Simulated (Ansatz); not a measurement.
## Worked example: correlation energy of F$_{2}$, singlet

Geometry: MP2(full)/6-31G*, from the G2/97 set.

```csv
atom,x (Å),y (Å),z (Å)
F,0.0000,0.0000,0.0000
F,0.0000,0.0000,1.4206
```

Basis 6-31G; Ansatz 0.2.0. Correlated methods freeze the noble-gas cores, which leaves 14 electrons in 16 orbitals. Prefix R: restricted or restricted open-shell reference.

Full CI is exact within this basis and frozen core; it isn't the basis-set limit.

Runs differ by some tens of microhartree through their thresholds, so steps under 0.03 kcal/mol mean nothing.

```csv
level,total energy (hartree)
RHF,-198.646033
RMP2,-198.911251
RCCSD,-198.915407
RCCSD(T),-198.920951
RCCSDT,-198.921018
RCCSDT(Q),-198.922522
RCCSDTQ,-198.922387
full CI,-198.922451
```

What is the correlation energy at full CI, and what share of it do RMP2 and RCCSD recover?

E(corr) = -198.922451 − (-198.646033) = -0.276418 hartree = -7.522 eV. RMP2: -0.265218 / -0.276418 = 95.95 %. RCCSD: -0.269374 / -0.276418 = 97.45 %.

By how many kcal/mol does RCCSD(T) miss full CI (1 hartree = 627.509 kcal/mol), and which steps make up the rest?

-198.920951 − (-198.922451) = 0.001500 hartree = 0.94 kcal/mol. Steps: RCCSDT − RCCSD(T) = -0.04, RCCSDT(Q) − RCCSDT = -0.94, RCCSDTQ − RCCSDT(Q) = 0.08, full CI − RCCSDTQ = -0.04 kcal/mol. With more than one leading determinant such errors change with state and geometry, and needn't cancel in differences.
